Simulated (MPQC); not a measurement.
# A workflow on triplet BH3S

Aim: a series of 11 runs (ZAPT2/STO-3G, MP2/3-21G, ZAPT2/3-21G, MP2/6-31G, ZAPT2/6-31G, MP2/6-31G*, ZAPT2/6-31G*, MP2/6-31G**, and more) of BH3S. 

Program for the calculation: MPQC 2.3.1.

9 further runs of the same task are left out: 1 that didn't finish, 8 set aside as unsound or not needed.

## 1. The molecule

BH3S: 5 atoms, total charge 0, spin state triplet. SMILES of the parent species: `BS`. The coordinates come from a PBE0-D4/def2-TZVP relaxation. That shape belongs to the parent species and isn't relaxed for this state.

Bond lengths: B1–S2 1.765 Å, B1–H3 1.192 Å, B1–H4 1.190 Å, S2–H5 1.344 Å. Angles: B1–S2–H5 99.2°, S2–B1–H3 115.8°, S2–B1–H4 121.4°, H3–B1–H4 122.7°.

## 2. A single-point energy at ZAPT2/STO-3G (run 1)

The input, job.in:

```
% BH3S
molecule<Molecule>: (
   symmetry = c1
   unit = bohr
   { atoms geometry } = {
      B  [ -0.74096161    -0.79557470     0.16648487 ]
      S  [ 0.30556871     2.33740224    -0.29158474 ]
      H  [ -2.95345296    -1.05144362     0.49926564 ]
      H  [ 0.69371846    -2.52769766     0.14021768 ]
      H  [ 2.78942473     1.89804092    -0.59261811 ]
   }
)
basis<GaussianBasisSet>: (
   name = "STO-3G"
   molecule = $:molecule
   basisdir = "."
   puream = yes
)
mpqc: (
   checkpoint = no
   savestate = no
   restart = no
   do_energy = yes
   do_gradient = no
   optimize = no
   mole<MBPT2>: (
      molecule = $:molecule
      basis = $:basis
      memory = 1000000000
      method = zapt
      nfzc = 6
      reference<HSOSHF>: (
         molecule = $:molecule
         basis = $:basis
         total_charge = 0
         multiplicity = 3
         memory = 1000000000
         print_evals = yes
         maxiter = 70
         value_accuracy = 1e-08
         guess_wavefunction<ExtendedHuckelWfn>: (
            molecule = $:molecule
            total_charge = 0
            multiplicity = 3
            basis<GaussianBasisSet>: (
               name = "STO-3G"
               molecule = $:molecule
            )
         )
      )
   )
)
```

The basis set STO-3G is read from a file made from the Basis Set Exchange's data (not shown).

The run is started by

```
$ mpqc job.in > job.out
```

What it wrote:

```text
MPQC: Massively Parallel Quantum Chemistry
[...]
  HSOSSCF::init: total charge = 0
[...]
   npass  rest  nbasis  nshell  nfuncmax  ndocc  nsocc  nvir  nfzc  nfzv
[...]
  iter     1 energy = -366.9744255122 delta = 5.20059e-01
[...]
  LUMO is    14   A =   0.406569
  total scf energy = -419.0524485689
[...]
Value of the MolecularEnergy: -419.1040922457
[...]
        symmetry = c1
[...]
```

It took 0.22 s on 1 thread of Arm Neoverse V1, shared host.

## 3. The singlet: the energy at MP2/3-21G (run 2)

job.in, as its differences from that of step 2:

```diff
@@ -13,3 +13,3 @@
 basis<GaussianBasisSet>: (
-   name = "STO-3G"
+   name = "3-21G"
    molecule = $:molecule
@@ -29,5 +29,5 @@
       memory = 1000000000
-      method = zapt
+      method = mp
       nfzc = 6
-      reference<HSOSHF>: (
+      reference<CLHF>: (
          molecule = $:molecule
@@ -35,3 +35,2 @@
          total_charge = 0
-         multiplicity = 3
          memory = 1000000000
@@ -43,3 +42,3 @@
             total_charge = 0
-            multiplicity = 3
+            multiplicity = 1
             basis<GaussianBasisSet>: (
```

The basis set 3-21G is read from a file made from the Basis Set Exchange's data (not shown).

The run is started by

```
$ mpqc job.in > job.out
```

What it wrote:

```text
MPQC: Massively Parallel Quantum Chemistry
[...]
  CLSCF::init: total charge = 0
[...]
  nbasis = 28
[...]
  iter     1 energy = -369.8301367402 delta = 2.57060e-01
[...]
  LUMO is    13   A =   0.087479
  total scf energy = -421.8417987706
[...]
  MP2 correlation energy [au]:         -0.113813286180
  MP2 energy [au]:                   -421.955612056742
Value of the MolecularEnergy: -421.9556120567
[...]
        symmetry = c1
[...]
```

Wall time 0.52 s (1 thread of Arm Neoverse V1, shared host).

Runs 3 to 9 aren't shown in full; the table further down has their settings and results.

## 4. The singlet: a single-point energy at MP2/6-311G(d,p) (run 10)

job.in, as its differences from that of step 3:

```diff
@@ -13,3 +13,3 @@
 basis<GaussianBasisSet>: (
-   name = "3-21G"
+   name = "6-311G**"
    molecule = $:molecule
```

The basis set 6-311G** is read from a file made from the Basis Set Exchange's data (not shown).

The run is started by

```
$ mpqc job.in > job.out
```

What it wrote:

```text
MPQC: Massively Parallel Quantum Chemistry
[...]
  CLSCF::init: total charge = 0
[...]
  nbasis = 62
[...]
  iter     1 energy = -370.5634323283 delta = 8.16237e-02
[...]
  LUMO is    13   A =   0.087241
  total scf energy = -423.9857400056
[...]
  MP2 correlation energy [au]:         -0.230781097253
  MP2 energy [au]:                   -424.216521102824
Value of the MolecularEnergy: -424.2165211028
[...]
        symmetry = c1
[...]
```

Wall time 8.4 s (1 thread of Arm Neoverse V1, shared host); peak memory 0.35 GiB.

## 5. A single-point energy at ZAPT2/6-311G(d,p) (run 11)

job.in, as its differences from that of step 4:

```diff
@@ -29,5 +29,5 @@
       memory = 1000000000
-      method = mp
+      method = zapt
       nfzc = 6
-      reference<CLHF>: (
+      reference<HSOSHF>: (
          molecule = $:molecule
@@ -35,2 +35,3 @@
          total_charge = 0
+         multiplicity = 3
          memory = 1000000000
@@ -42,3 +43,3 @@
             total_charge = 0
-            multiplicity = 1
+            multiplicity = 3
             basis<GaussianBasisSet>: (
```

The basis set 6-311G** is read from a file made from the Basis Set Exchange's data (not shown).

The run is started by

```
$ mpqc job.in > job.out
```

What it wrote:

```text
MPQC: Massively Parallel Quantum Chemistry
                                   Version 2.3.1

  Using IntegralV3 by default for molecular integrals evaluation

  HSOSSCF::init: total charge = 0

  docc = [ 11 ]
  socc = [ 2 ]

  Molecular formula H3BS

  The following keywords in "job.in" were ignored:
    mpqc:mole:reference:guess_wavefunction:multiplicity

[... 49 lines left out ...]
  iter     6 energy = -423.7478090003 delta = 3.14115e-03
[... 9 lines left out ...]
  iter    65 energy = -423.7532284231 delta = 1.75394e-07
[... 24 lines left out ...]
  iter     2 energy = -423.7532284087 delta = 1.12971e-05
[... 9 lines left out ...]
  iter    61 energy = -423.7532284234 delta = 4.62122e-08
[... 8 lines left out ...]
  iter    70 energy = -423.7532284234 delta = 2.49142e-08
[... 1 line left out ...]
  A
        1  -91.97143    2.00000
        2   -8.97542    2.00000
        3   -7.60627    2.00000
[... 58 lines of this table left out ...]
       62  192.37177    0.00000

  HOMO is    13   A =  -0.044682
  LUMO is    14   A =   0.127755

  total scf energy = -423.7532284234
ERROR: SC EXCEPTION RAISED:
terminate called after throwing an instance of 'sc::ToleranceExceeded'
```

It took 72 s on 1 thread of Arm Neoverse V1, shared host; peak memory 0.51 GiB.

The iterations ended before the threshold was met.

## 6. All runs side by side

| run | level | partner | energy (Eh) | correlation energy (mEh) | wall time |
| --- | --- | --- | --- | --- | --- |
| 1 | ZAPT2/STO-3G | triplet | -419.104092 | -51.6 | 0.22 s |
| 2 | MP2/3-21G | base | -421.955612 | -113.8 | 0.52 s |
| 3 | ZAPT2/3-21G | triplet | not converged | – | 2.3 s |
| 4 | MP2/6-31G | base | -424.010856 | -110.3 | 0.93 s |
| 5 | ZAPT2/6-31G | triplet | not converged | – | 3.9 s |
| 6 | MP2/6-31G* (spherical functions) | base | -424.146036 | -196.3 | 1.7 s |
| 7 | ZAPT2/6-31G* (spherical functions) | triplet | -423.910983 | -194.5 | 6.9 s |
| 8 | MP2/6-31G** (spherical functions) | base | -424.171733 | -215.8 | 2.8 s |
| 9 | ZAPT2/6-31G** (spherical functions) | triplet | not converged | – | 19 s |
| 10 | MP2/6-311G** | base | -424.216521 | -230.8 | 8.4 s |
| 11 | ZAPT2/6-311G** | triplet | not converged | – | 72 s |

## 7. Results

```
                                                    quantity          value
                               singlet, run 10: total energy  -424.21652 Eh
        singlet, run 10: HOMO energy (Hartree–Fock orbitals)      -11.04 eV
        singlet, run 10: LUMO energy (Hartree–Fock orbitals)        2.37 eV
      singlet, run 10: HOMO–LUMO gap (Hartree–Fock orbitals)       13.41 eV
singlet, run 10: correlation energy (6 core orbitals frozen)     -230.8 mEh
```

In words: In run 1 the basis is minimal, so the values are rough. All runs together took 2 min, the longest 72 s. 4 of the 11 runs did not end normally.
